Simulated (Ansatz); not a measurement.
Pyrite RuS2 was calculated with r²SCAN (Ansatz, a quantum-chemistry and plane-wave program, plane waves, PAW).

Run with plane-wave cutoff 560 eV, 6×6×6 k mesh, Fermi–Dirac smearing 0.01 eV, no spin polarisation, scalar-relativistic PAW data made under PBE.

Cell (relaxed at this level):

```
RuS2
1.0
    5.63185     0.00000     0.00000
    0.00000     5.63185     0.00000
    0.00000     0.00000     5.63185
Ru S
4 8
Direct
  0.00000   0.50000   0.50000
  0.50000   0.00000   0.50000
  0.00000   0.00000   0.00000
  0.50000   0.50000   0.00000
  0.61209   0.88791   0.11209
  0.11209   0.61209   0.88791
  0.61209   0.61209   0.61209
  0.38791   0.38791   0.38791
  0.88791   0.11209   0.61209
  0.88791   0.38791   0.11209
  0.11209   0.88791   0.38791
  0.38791   0.11209   0.88791
```

Predict the bulk modulus, band gap, smallest direct gap on the k points sampled and pressure derivative B′ of the bulk modulus.


* **bulk modulus**: 183 GPa
* **band gap**: 0.88 eV
* **smallest direct gap on the k points sampled**: 1.15 eV
* **pressure derivative B′ of the bulk modulus**: 4.9

Note: the bulk modulus comes from volumes at which shape and atoms were relaxed.

Spin–orbit coupling is not included.

Computed values are for the static lattice.

Computing time: roughly 11 core-minutes.
